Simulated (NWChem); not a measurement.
All runs are NWChem calculations. System: H2P, charge 1, spin multiplicity 1, at the geometry of a parent with another charge or spin, in a state set for the comparison that need not be this species' ground state. Level: BP86/def2-TZVP.

Input file:

```
start mol
memory heap 200 mb stack 900 mb global 1100 mb
charge 1
geometry units angstroms nocenter noautoz
  P      0.000000     0.000000     0.119600
  H      1.028866     0.000000    -0.897003
  H     -1.028866     0.000000    -0.897003
  symmetry group C2v
end
basis spherical
  * library def2-tzvp
end
dft
  xc becke88 perdew86
  semidirect memsize 60000000 filesize 0
  iterations 100
end
task dft energy
```

Output (cleaned and shortened):

```
             Northwest Computational Chemistry Package (NWChem) 7.3.0
             --------------------------------------------------------

                                NWChem Input Module
                                -------------------

 Scaling coordinates for geometry "geometry" by  1.889725989
 (inverse scale =  0.529177249)

 Turning off AUTOSYM since
 SYMMETRY directive was detected!

                             Geometry "geometry" -> ""
                             -------------------------

 Output coordinates in angstroms (scale by  1.889725989 to convert to a.u.)

  No.       Tag          Charge          X              Y              Z
 ---- ---------------- ---------- -------------- -------------- --------------
    1 P                   15.0000     0.00000000     0.00000000     0.11960000
    2 H                    1.0000     1.02886600     0.00000000    -0.89700300
    3 H                    1.0000    -1.02886600     0.00000000    -0.89700300

 Effective nuclear repulsion energy (a.u.)      11.2329785694

            Nuclear Dipole moment (a.u.)
            ----------------------------
        X                 Y               Z
 ---------------- ---------------- ----------------
     0.0000000000     0.0000000000    -0.0000113384

      Symmetry information
      --------------------

 Group name             C2v
 Group number             16
 Group order               4
 No. of unique centers     2

      Symmetry unique atoms

     1    2


 Summary of "ao basis" -> "" (spherical)
 ------------------------------------------------------------------------------
       Tag                 Description            Shells   Functions and Types
 ---------------- ------------------------------  ------  ---------------------
 *                         def2-tzvp                  on all atoms

  perdew86 is a nonlocal functional; adding perdew81 local functional.

                                 NWChem DFT Module
                                 -----------------

 Summary of "ao basis" -> "ao basis" (spherical)
 ------------------------------------------------------------------------------
[...]
    44     -0.137693  3 H  s                 18      0.107228  1 P  px
     9     -0.069133  1 P  px                40      0.069179  2 H  s

 Vector    8  Occ=2.000000D+00  E=-5.818196D-01  Symmetry=a1
              MO Center=  2.0D-15,  6.8D-18,  1.5D-01, r^2= 1.7D+00
   Bfn.  Coefficient  Atom+Function         Bfn.  Coefficient  Atom+Function
  ----- ------------  ---------------      ----- ------------  ---------------
    17      0.449961  1 P  pz                 4      0.352303  1 P  s
     5      0.256748  1 P  s                  3     -0.199445  1 P  s
    14      0.193488  1 P  pz                 8     -0.168893  1 P  pz
    20      0.158131  1 P  pz                39     -0.157518  2 H  s
    45     -0.157518  3 H  s                 38     -0.094529  2 H  s

 Vector    9  Occ=0.000000D+00  E=-5.106591D-01  Symmetry=b2
              MO Center= -2.3D-15, -5.6D-16,  7.2D-02, r^2= 1.5D+00
   Bfn.  Coefficient  Atom+Function         Bfn.  Coefficient  Atom+Function
  ----- ------------  ---------------      ----- ------------  ---------------
    16      0.620922  1 P  py                19      0.268861  1 P  py
    13      0.244928  1 P  py                 7     -0.211191  1 P  py
    10     -0.089949  1 P  py                27     -0.030742  1 P  d -1

 Vector   10  Occ=0.000000D+00  E=-2.900114D-01  Symmetry=b1
              MO Center= -9.9D-15, -7.0D-17, -3.4D-03, r^2= 2.5D+00
   Bfn.  Coefficient  Atom+Function         Bfn.  Coefficient  Atom+Function
  ----- ------------  ---------------      ----- ------------  ---------------
    18      0.632126  1 P  px                40     -0.560736  2 H  s
    46      0.560736  3 H  s                 15      0.442299  1 P  px
    39     -0.252878  2 H  s                 45      0.252878  3 H  s
    29     -0.189840  1 P  d  1              12      0.174083  1 P  px
    24     -0.151464  1 P  d  1               6     -0.137373  1 P  px

 Vector   11  Occ=0.000000D+00  E=-2.417505D-01  Symmetry=a1
              MO Center=  2.4D-14, -6.4D-16, -4.1D-01, r^2= 3.3D+00
   Bfn.  Coefficient  Atom+Function         Bfn.  Coefficient  Atom+Function
  ----- ------------  ---------------      ----- ------------  ---------------
     5      0.901685  1 P  s                 40     -0.813264  2 H  s
    46     -0.813264  3 H  s                 20     -0.668312  1 P  pz
     4      0.406803  1 P  s                 17     -0.390745  1 P  pz
    39     -0.234071  2 H  s                 45     -0.234071  3 H  s
     3     -0.208970  1 P  s                 30     -0.166078  1 P  d  2

 center of mass
 --------------
 x =   0.00000000 y =   0.00000000 z =   0.10863212

 moments of inertia (a.u.)
 ------------------
           6.984494003274           0.000000000000           0.000000000000
           0.000000000000          14.604063348154           0.000000000000
           0.000000000000           0.000000000000           7.619569344880

     Multipole analysis of the density
     ---------------------------------

     L   x y z        total         alpha         beta         nuclear
     -   - - -        -----         -----         ----         -------
     0   0 0 0      1.000000     -8.000000     -8.000000     17.000000

     1   1 0 0      0.000000      0.000000      0.000000      0.000000
     1   0 1 0     -0.000000     -0.000000     -0.000000      0.000000
     1   0 0 1     -0.333432     -0.166710     -0.166710     -0.000011

     2   2 0 0     -7.442319     -7.501364     -7.501364      7.560409
     2   1 1 0      0.000000      0.000000      0.000000      0.000000
     2   1 0 1      0.000000      0.000000      0.000000      0.000000
     2   0 2 0     -6.852133     -3.426066     -3.426066      0.000000
     2   0 1 1      0.000000      0.000000      0.000000      0.000000
     2   0 0 2     -8.310064     -7.411470     -7.411470      6.512876

 Task  times  cpu:        0.5s     wall:        0.5s

 Total times  cpu:        0.5s     wall:        0.5s
```
